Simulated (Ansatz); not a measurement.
The first iterations of a band of C$_{3}$H$_{5}$S (9 atoms, charge 1, multiplicity 1).

Computed with RKS CAM-B3LYP-D4/6-31G (Ansatz).

```
movable images  : 7
climbing image  : yes
spring          : 5.0 eV/Å²
optimiser       : quadratic models (default)
start path      : IDPP
force threshold : 0.03 eV/Å
iteration limit : 60
end points      : relaxed
```

First end point:

```xyz
9
Properties=species:S:1:pos:R:3
C -0.573 1.164 -0.630
C 0.130 -0.066 -0.319
C 0.400 -0.962 0.781
S 0.468 0.120 -1.971
H -1.647 1.150 -0.793
H -0.130 2.122 -0.372
H -0.553 -1.309 1.212
H 0.890 -0.402 1.594
H 1.014 -1.817 0.499
```

Last end point:

```xyz
9
Properties=species:S:1:pos:R:3
C -0.516 1.270 -0.285
C 0.236 0.091 -0.446
C 0.198 -1.009 0.560
S 1.179 0.046 -1.880
H -1.145 1.417 0.593
H -0.487 2.061 -1.031
H -0.814 -1.423 0.639
H 0.472 -0.635 1.553
H 0.877 -1.818 0.297
```

| iteration | highest image above the first end (eV) | largest band force component (eV/Å) |
| --- | --- | --- |
| 1 | 0.901 | 1.268 |
| 2 | 0.874 | 1.164 |
| 3 | 0.853 | 0.355 |
| 4 | 0.853 | 0.307 |

Task: Does the band converge within its limit, and where does its top end?

Result: It converged. It ended after 12 iterations with the highest image 0.853 eV above the first end. The top lies less than 8 meV above the higher end, about what the thresholds resolve: that end is a shoulder or a very shallow well. A vibrational analysis at the climbing image gives one clearly imaginary mode, 293i cm⁻¹: a first-order saddle point. The orbitals stay closed-shell, which can raise the energy where a bond breaks towards radicals; this wasn't checked here. Limits of this set-up: no polarisation functions, the dipole of an ion depends on the origin.

Run time: 6.1 min on 1 thread of Arm Neoverse N1 (shared host), peak memory 0.13 GiB.
